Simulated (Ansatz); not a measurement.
Geometry optimisation, RKS PBE/def2-SVP (Ansatz).

Input:

```yaml
crystal:
  periodic: [false, false, false]
  atoms:
    - { symbol: Al, position_ang: [0.0, 0.0, 0.0] }
    - { symbol: H, position_ang: [1.2076, 0.0, 1.2804] }
    - { symbol: H, position_ang: [1.7126, 0.0, 0.4057] }
    - { symbol: Cl, position_ang: [-1.9312, 0.0, -1.115] }
basis:
  gaussian: { orbitals: def2-SVP }
hamiltonian:
  xc: pbe
relax:
  f_tol: 0.15
  max_steps: 25
  restrain:
    - { distance: [1, 2], at: 0.66, k: 30.0 }
    - { distance: [0, 1], at: 2.76, k: 30.0 }
    - { distance: [0, 2], at: 2.76, k: 30.0 }
```

Command:

```bash
$ ansatz run input.yaml --threads 1 --pin off --max-ram 2048MiB --backend cpu --events-out ev --progress --plain --runs-dir out
```

**Question.** Where does it end, and by what steps?

**Answer.** It converged. The restraints hold the end off the free minimum. After 6 steps the energy has fallen by 3.573 eV (the restraints' own energy left out); Al1 moved furthest, 0.55 Å. Joined: H2–H3 (1.01 → 0.72 Å).

```json
{"step": "0", "energy less start (eV)": "0.0000", "largest force component (eV/Å)": "5.639", "accepted": "yes"}
{"step": "1", "energy less start (eV)": "-1.6211", "largest force component (eV/Å)": "4.495", "accepted": "yes"}
{"step": "2", "energy less start (eV)": "-2.1785", "largest force component (eV/Å)": "5.870", "accepted": "yes"}
{"step": "3", "energy less start (eV)": "-3.0038", "largest force component (eV/Å)": "4.026", "accepted": "yes"}
{"step": "4", "energy less start (eV)": "-3.5537", "largest force component (eV/Å)": "1.658", "accepted": "yes"}
{"step": "5", "energy less start (eV)": "-3.5617", "largest force component (eV/Å)": "1.736", "accepted": "yes"}
{"step": "6", "energy less start (eV)": "-3.5726", "largest force component (eV/Å)": "1.730", "accepted": "yes"}
```

```xyz
4
Properties=species:S:1:pos:R:3
Al -0.472 0.000 -0.273
H 1.728 0.000 1.412
H 2.087 0.000 0.790
Cl -2.354 0.000 -1.359
```

Run time: 9.1 s on 1 thread of Arm Neoverse V1, with other jobs on the host, peak memory 0.1 GiB.
